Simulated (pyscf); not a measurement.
# Multi-bond step: H₂N–SiH: [singlet] + water (H₂O) → HN=Si: [singlet] + water (H₂O) + hydrogen (H₂)

Gas phase, singlet surface, charge 0. Bonds broken: N1–H3, Si2–H5, O6–H7. Bonds formed: H3–O6, H5–H7. PySCF, gas phase, ωB97X-D3(BJ)/def2-SVP geometries.

Transition state (Å):

```xyz
8

N      0.3689    -0.4730    -0.6288
Si    -1.0258    -1.0769    -0.0211
H      0.6820     0.8871    -0.0487
H      0.9528    -1.0082    -1.2699
H     -1.3634     0.4388     0.9689
O      0.4707     1.7531     0.5301
H     -0.6564     1.0465     0.8551
H      0.1800     2.4125    -0.1142
```

One imaginary mode, 908i cm⁻¹; descent along it reached the two sides named, in the forms told below.

```tsv
bond	change	reactant side (Å)	saddle	product side
N1–H3	breaks	1.023	1.511	2.355
Si2–H5	breaks	1.546	1.842	5.1
O6–H7	breaks	0.968	1.369	2.525
H3–O6	forms	2.021	1.063	0.970
H5–H7	forms	2.128	0.939	0.762
```

Electronic energies relative to the separated reactants (kJ/mol):

```csv
level,barrier,reaction energy,reverse barrier
ωB97X-D3(BJ)/def2-TZVP,164.9,+99.1,65.8
PBE/def2-TZVP,119.1,+83.8,35.3
r²SCAN/def2-TZVP,130.8,+85.6,45.2
B3LYP-D3(BJ)/def2-TZVP,144.1,+84.7,59.4
PBE0-D3(BJ)/def2-TZVP,144.1,+102.4,41.7
M06-2X/def2-TZVP,157.7,+84.5,73.2
ωB97M-D3(BJ)/def2-TZVP,158.2,+87.4,70.8
HF/def2-TZVP,260.6,+108.1,152.5
```

With ωB97M-D3(BJ)/def2-TZVP energies and thermal terms (ideal gas, 1 atm, RRHO with modes under 100 cm⁻¹ raised to 100, one conformer, R ln 2 for chiral ones without a mode under 150 cm⁻¹), in kJ/mol:

| T (K) | ΔH‡ | ΔG‡ | ΔH | ΔG |
|---|---|---|---|---|
| 298 | 145.6 | 187.9 | +69.8 | +39.6 |
| 600 | 145.7 | 231.0 | +73.6 | +7.3 |
| 900 | 148.6 | 273.2 | +74.7 | -26.2 |
| 1200 | 152.5 | 314.1 | +74.2 | -59.8 |

On the reactant side the descent ends in a complex, 22.5 kJ/mol under the separated species and 187.4 kJ/mol under the saddle at ωB97X-D3(BJ)/def2-TZVP. On the product side the descent ends in a complex (not fully relaxed), 23.0 kJ/mol under the separated species and 88.8 kJ/mol under the saddle at ωB97X-D3(BJ)/def2-TZVP. The products may also form a dative adduct at HN=Si: [singlet]; it and routes through it were not searched. The same reactants have a lower exit, to NH₃ + HO–SiH: [singlet] (barrier -1.6 kJ/mol at ωB97M-D3(BJ)/def2-TZVP, against +158.2 kJ/mol here). This is the saddle that the search found; another between the same sides may lie lower.
